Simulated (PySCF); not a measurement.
# C4H5S− (SMILES C#CC(C)[S-]): levels of theory compared

Aim: a comparison of 4 runs (HF/3-21G, PBE/STO-3G, B3LYP/6-31G*, PBE0/pcseg-1) of C4H5S−. The job is set up through a Python script.

The results are computed with PySCF 2.14.0.

1 further run of the same task is left out (set aside as unsound or not needed).

## Step 1: The system as given

C4H5S− has 10 atoms, charge -1, and is taken as a singlet. SMILES: `C#CC(C)[S-]`. The shape is that of a GFN2-xTB optimisation.

Bond lengths: C1–C2 1.201 Å, C2–C3 1.444 Å, C3–C4 1.531 Å, C3–S5 1.828 Å, C1–H6 1.051 Å, C3–H7 1.105 Å, C4–H8 1.090 Å, C4–H9 1.095 Å, C4–H10 1.090 Å. Some angles: C1–C2–C3 175.9°, C2–C3–C4 110.8°, C2–C3–S5 108.7°, C4–C3–S5 111.3°, C2–C1–H6 178.3°, C2–C3–H7 108.9°, C4–C3–H7 109.3°, S5–C3–H7 107.8°, C3–C4–H8 109.5°, C3–C4–H9 111.4°.

## Step 2: Energy and forces at HF/3-21G (run 1)

Input file job.py:

```python
from pyscf import gto

system = gto.Mole()
system.atom = '''
C   -1.502240   1.133850   1.296990
C   -0.577350   0.771040   0.622670
C    0.488210   0.380460  -0.269820
C    0.550880  -1.143230  -0.407310
S    0.218970   1.184120  -1.889490
H   -2.318570   1.472260   1.865130
H    1.447630   0.749690   0.134510
H   -0.394500  -1.512450  -0.803580
H    0.744430  -1.624810   0.557230
H    1.342540  -1.410930  -1.106330
'''
system.basis = '3-21g'
system.charge = -1
system.verbose = 3
system.max_memory = 1860
system.build()

hf = system.RHF()
hf.conv_tol = 1e-10
hf.kernel()
if not hf.converged:
    hf = hf.newton().run(hf.mo_coeff, hf.mo_occ)

e_tot = hf.e_tot
print('Final energy', e_tot)
grad = hf.nuc_grad_method().kernel()
hf.analyze()
```

Run with:

```console
$ OMP_NUM_THREADS=1 python job.py
```

The log of the run:

```text
converged SCF energy = -549.038241339151
Final energy -549.0382413391515
--------------- RHF gradients ---------------
         x                y                z
0 C    -0.0151223138     0.0070553293     0.0035656418
1 C     0.0286254851    -0.0104977097    -0.0201478796
2 C    -0.0236916311     0.0032078753    -0.0162918196
3 C    -0.0010733499     0.0102387481    -0.0026925429
4 S     0.0011647298    -0.0138307760     0.0344875158
5 H    -0.0009175836     0.0007908338     0.0010066751
6 H     0.0114442053     0.0068908349     0.0010937103
7 H    -0.0042337362    -0.0023026868    -0.0012148425
8 H     0.0003996479    -0.0001512488     0.0030973325
9 H     0.0034045465    -0.0014012001    -0.0029037909
----------------------------------------------
**** MO energy ****
MO #1   energy= -90.9998796102192  occ= 2
MO #2   energy= -11.0249962135541  occ= 2
MO #3   energy= -11.0189768150783  occ= 2
MO #4   energy= -11.0018907079293  occ= 2
MO #5   energy= -10.9935480786864  occ= 2
MO #6   energy= -8.5927665948278   occ= 2
MO #7   energy= -6.26945789049365  occ= 2
MO #8   energy= -6.26528145552269  occ= 2
MO #9   energy= -6.26513022678656  occ= 2
MO #10  energy= -0.917781114130477 occ= 2
MO #11  energy= -0.83531220669354  occ= 2
MO #12  energy= -0.721311216212097 occ= 2
MO #13  energy= -0.602977158728037 occ= 2
MO #14  energy= -0.548808108940917 occ= 2
MO #15  energy= -0.473882853048727 occ= 2
MO #16  energy= -0.412261447785637 occ= 2
MO #17  energy= -0.381135766988482 occ= 2
MO #18  energy= -0.350915393865357 occ= 2
MO #19  energy= -0.273257893454396 occ= 2
MO #20  energy= -0.221073105589394 occ= 2
MO #21  energy= -0.185541793384437 occ= 2
MO #22  energy= -0.0784799872549361 occ= 2
MO #23  energy= -0.0777836129411705 occ= 2
MO #24  energy= 0.380964669409663  occ= 0
MO #25  energy= 0.387303946379768  occ= 0
MO #26  energy= 0.440302004782724  occ= 0
MO #27  energy= 0.453877693538329  occ= 0
MO #28  energy= 0.473589432243906  occ= 0
MO #29  energy= 0.486735263731664  occ= 0
MO #30  energy= 0.510665425548573  occ= 0
MO #31  energy= 0.555284187635649  occ= 0
MO #32  energy= 0.6037334555238    occ= 0
MO #33  energy= 0.651390761369565  occ= 0
MO #34  energy= 0.87590961212725   occ= 0
MO #35  energy= 0.903428319677352  occ= 0
MO #36  energy= 0.996472439750874  occ= 0
MO #37  energy= 0.998966850722539  occ= 0
MO #38  energy= 1.01901585299563   occ= 0
MO #39  energy= 1.09064006034682   occ= 0
MO #40  energy= 1.12153075452568   occ= 0
MO #41  energy= 1.1551900698417    occ= 0
MO #42  energy= 1.19307272491752   occ= 0
MO #43  energy= 1.20113335201434   occ= 0
MO #44  energy= 1.22742458210172   occ= 0
MO #45  energy= 1.29823170139462   occ= 0
MO #46  energy= 1.33750222705296   occ= 0
MO #47  energy= 1.43354277490357   occ= 0
MO #48  energy= 1.4418880916942    occ= 0
MO #49  energy= 1.45789371861377   occ= 0
MO #50  energy= 1.50158592372505   occ= 0
MO #51  energy= 1.51368751259712   occ= 0
MO #52  energy= 1.55337982246862   occ= 0
MO #53  energy= 1.57447382599437   occ= 0
MO #54  energy= 1.63613978048161   occ= 0
MO #55  energy= 1.72299332774212   occ= 0
MO #56  energy= 1.88735929740667   occ= 0
MO #57  energy= 2.29366171793108   occ= 0
MO #58  energy= 2.50568501440169   occ= 0
MO #59  energy= 2.68599126186139   occ= 0
 ** Mulliken atomic charges  **
charge of    0C =     -0.31099
charge of    1C =      0.02165
charge of    2C =     -0.12722
charge of    3C =     -0.23960
charge of    4S =     -0.76597
charge of    5H =      0.12518
charge of    6H =      0.08290
charge of    7H =      0.08511
charge of    8H =      0.04823
charge of    9H =      0.08071

WARN: System has nonzero charge -1; the dipole moment is origin-dependent.
Location of origin: [0. 0. 0.]

Dipole moment(X, Y, Z, Debye):  0.04469, -5.40130,  7.06714
```

Run time: 5.7 s. Hardware: 1 thread of Intel Xeon at 2.50GHz (Skylake/Cascade Lake), shared host; peak memory 0.13 GiB.

## Step 3: Energy and forces at PBE/STO-3G (run 2)

Input file start.xyz:

```xyz
10
C4H5S
C     -1.502240     1.133850     1.296990
C     -0.577350     0.771040     0.622670
C      0.488210     0.380460    -0.269820
C      0.550880    -1.143230    -0.407310
S      0.218970     1.184120    -1.889490
H     -2.318570     1.472260     1.865130
H      1.447630     0.749690     0.134510
H     -0.394500    -1.512450    -0.803580
H      0.744430    -1.624810     0.557230
H      1.342540    -1.410930    -1.106330
```

Input file calc.py:

```python
# C#CC(C)[S-]
import pyscf.grad
from pyscf import gto, dft

system = gto.M(
    atom='start.xyz',
    basis='sto-3g',
    verbose=3,
    max_memory=1860,
    charge=-1,
    spin=0,
)

calc0 = dft.RKS(system, xc='pbe')
calc0.conv_tol = 1e-10
calc0.grids.level = 5
calc0.kernel()
if not calc0.converged:
    calc0 = calc0.newton().run(calc0.mo_coeff, calc0.mo_occ)

energy = calc0.e_tot
print(f'total energy: {energy:.8f} hartree')
grad = calc0.Gradients().kernel()
calc0.analyze()
```

Run with:

```console
$ OMP_NUM_THREADS=1 python calc.py
```

The log of the run:

```text
converged SCF energy = -546.676905624647
total energy: -546.67690562 hartree
--------------- RKS gradients ---------------
         x                y                z
0 C     0.0254093223    -0.0090257170    -0.0214823934
1 C    -0.0144856494     0.0053391128     0.0063620099
2 C    -0.0156738433    -0.0284571759     0.0529309185
3 C    -0.0059784886     0.0152009048    -0.0100409609
4 S     0.0065435889    -0.0022817429    -0.0030084636
5 H     0.0195659235    -0.0089942942    -0.0114933875
6 H    -0.0140065697     0.0044616067    -0.0159667748
7 H     0.0102792241     0.0059179600     0.0041291089
8 H    -0.0021036694     0.0124981889    -0.0096020879
9 H    -0.0095494801     0.0053426088     0.0081702473
----------------------------------------------
**** MO energy ****
MO #1   energy= -86.339162765586   occ= 2
MO #2   energy= -9.5129446208553   occ= 2
MO #3   energy= -9.48554748447392  occ= 2
MO #4   energy= -9.44252699009551  occ= 2
MO #5   energy= -9.41002984239969  occ= 2
MO #6   energy= -6.81125772087669  occ= 2
MO #7   energy= -4.83984436820362  occ= 2
MO #8   energy= -4.81419799606939  occ= 2
MO #9   energy= -4.81170680872367  occ= 2
MO #10  energy= -0.463144362733535 occ= 2
MO #11  energy= -0.390901902890253 occ= 2
MO #12  energy= -0.325897784285469 occ= 2
MO #13  energy= -0.226797619751276 occ= 2
MO #14  energy= -0.180563705952914 occ= 2
MO #15  energy= -0.163918368419773 occ= 2
MO #16  energy= -0.11702583333276  occ= 2
MO #17  energy= -0.0922194210382754 occ= 2
MO #18  energy= -0.0782312310493782 occ= 2
MO #19  energy= 0.0278920848684039 occ= 2
MO #20  energy= 0.0485178799657446 occ= 2
MO #21  energy= 0.103178352864142  occ= 2
MO #22  energy= 0.285485953770392  occ= 2
MO #23  energy= 0.292558126622827  occ= 2
MO #24  energy= 0.362762568351342  occ= 0
MO #25  energy= 0.376390793126796  occ= 0
MO #26  energy= 0.512833577843667  occ= 0
MO #27  energy= 0.533130373885699  occ= 0
MO #28  energy= 0.57189961154829   occ= 0
MO #29  energy= 0.597992951448867  occ= 0
MO #30  energy= 0.614350496481174  occ= 0
MO #31  energy= 0.650847438369474  occ= 0
MO #32  energy= 0.675358362393388  occ= 0
MO #33  energy= 0.690669127796796  occ= 0
MO #34  energy= 1.3035816144854    occ= 0
 ** Mulliken atomic charges  **
charge of    0C =     -0.25800
charge of    1C =     -0.07057
charge of    2C =     -0.11150
charge of    3C =     -0.15370
charge of    4S =     -0.52094
charge of    5H =      0.03732
charge of    6H =      0.00288
charge of    7H =      0.03358
charge of    8H =      0.01231
charge of    9H =      0.02862

WARN: System has nonzero charge -1; the dipole moment is origin-dependent.
Location of origin: [0. 0. 0.]

Dipole moment(X, Y, Z, Debye):  0.51350, -4.61876,  4.40068
```

It took 30 s on 1 thread of Intel Xeon at 2.50GHz (Skylake/Cascade Lake), shared host; peak memory 0.4 GiB.

Run 3 isn't shown in full; the table further down has it.

## Step 4: Energy and forces at PBE0/pcseg-1 (run 4)

Input file run.py:

```python
# C#CC(C)[S-]
import pyscf.grad
from pyscf import gto, dft

mol = gto.M(
    atom='''
C     -1.502240     1.133850     1.296990
C     -0.577350     0.771040     0.622670
C      0.488210     0.380460    -0.269820
C      0.550880    -1.143230    -0.407310
S      0.218970     1.184120    -1.889490
H     -2.318570     1.472260     1.865130
H      1.447630     0.749690     0.134510
H     -0.394500    -1.512450    -0.803580
H      0.744430    -1.624810     0.557230
H      1.342540    -1.410930    -1.106330
''',
    spin=0,
    max_memory=1860,
    basis='pcseg-1',
    charge=-1,
    verbose=4,
)

mf = dft.RKS(mol)
mf.xc = 'pbe0'
mf.grids.level = 5
mf.conv_tol = 1e-10
mf.kernel()
if not mf.converged:
    mf = mf.newton().run(mf.mo_coeff, mf.mo_occ)

etot = mf.e_tot
print('Final energy', etot)
grad = mf.Gradients().kernel()
mf.analyze()
```

Run with:

```console
$ OMP_NUM_THREADS=1 python run.py
```

The log of the run:

```text
PySCF version 2.14.0

[... 98 lines left out ...]
Two-electron Coulomb Energy =          448.522771154542795
[... 11 lines left out ...]
MO #9   energy= -5.65043067358699  occ= 2
[... 9 lines left out ...]
MO #19  energy= -0.169373673556748 occ= 2
[... 9 lines left out ...]
MO #29  energy= 0.262666670184887  occ= 0
[... 9 lines left out ...]
MO #39  energy= 0.567158029798683  occ= 0
[... 9 lines left out ...]
MO #49  energy= 0.819279452200089  occ= 0
[... 9 lines left out ...]
MO #59  energy= 1.12961446069066   occ= 0
[... 9 lines left out ...]
MO #69  energy= 1.73982574295839   occ= 0
[... 9 lines left out ...]
MO #79  energy= 2.15533147795119   occ= 0
[... 9 lines left out ...]
MO #89  energy= 2.76606951950886   occ= 0
[... 9 lines left out ...]
MO #99  energy= 4.1081201090815    occ= 0
[... 77 lines left out ...]
pop of  5 H 2s            0.01090
pop of  5 H 2px           0.00103
pop of  5 H 2py           0.00046
pop of  5 H 2pz           0.00070
pop of  6 H 1s            0.89566
pop of  6 H 2s            0.01017
pop of  6 H 2px           0.00084
pop of  6 H 2py           0.00042
pop of  6 H 2pz           0.00041
pop of  7 H 1s            0.89270
pop of  7 H 2s            0.01067
pop of  7 H 2px           0.00078
pop of  7 H 2py           0.00015
pop of  7 H 2pz           0.00031
pop of  8 H 1s            0.92960
pop of  8 H 2s            0.00931
pop of  8 H 2px           0.00019
pop of  8 H 2py           0.00033
pop of  8 H 2pz           0.00079
pop of  9 H 1s            0.89604
pop of  9 H 2s            0.01013
pop of  9 H 2px           0.00051
pop of  9 H 2py           0.00012
pop of  9 H 2pz           0.00063
 ** Mulliken atomic charges  **
charge of    0C =     -0.31679
charge of    1C =      0.01013
charge of    2C =     -0.10077
charge of    3C =     -0.28864
charge of    4S =     -0.77486
charge of    5H =      0.13069
charge of    6H =      0.09250
charge of    7H =      0.09538
charge of    8H =      0.05978
charge of    9H =      0.09257

WARN: System has nonzero charge -1; the dipole moment is origin-dependent.
Location of origin: [0. 0. 0.]

Dipole moment(X, Y, Z, Debye):  0.14443, -5.12504,  6.69499
```

It took 94 s on 1 thread of Intel Xeon at 2.50GHz (Skylake/Cascade Lake), shared host; peak memory 1 GiB.

## Step 5: The series

```csv
run,level,integration grid,energy (Eh),HOMO energy (eV),LUMO energy (eV),HOMO–LUMO gap (eV),wall time
1,HF/3-21G,–,-549.038241,-2.12,10.37,12.48,5.7 s
2,PBE/STO-3G,5,-546.676906,7.96,9.87,1.91,30 s
3,B3LYP/6-31G* (spherical functions),5,-553.565341,0.76,6.02,5.26,73 s
4,PBE0/pcseg-1,5,-553.202081,0.03,5.34,5.31,94 s
```

## Step 6: Results

| quantity | value |
| --- | --- |
| run 4: total energy | -553.20208 Eh |
| run 4: HOMO energy | 0.03 eV |
| run 4: LUMO energy | 5.34 eV |
| run 4: HOMO–LUMO gap (to an unbound level, set by the basis) | 5.31 eV |
| run 4: largest force on an atom | 0.825 eV/Å |

In words: The HOMO–LUMO gap runs from 1.91 eV (PBE/STO-3G) to 12.48 eV (HF/3-21G). The two ends differ in method and basis. The empty levels of an anion lie above zero and hang on the basis. Totals of different functionals can't be ranked against each other. In runs 2, 3, 4 the HOMO lies above zero, so the outermost electron may be held by the basis alone. In run 2 the basis is minimal, so the values are rough. All runs together took 3.4 min, the longest 94 s.
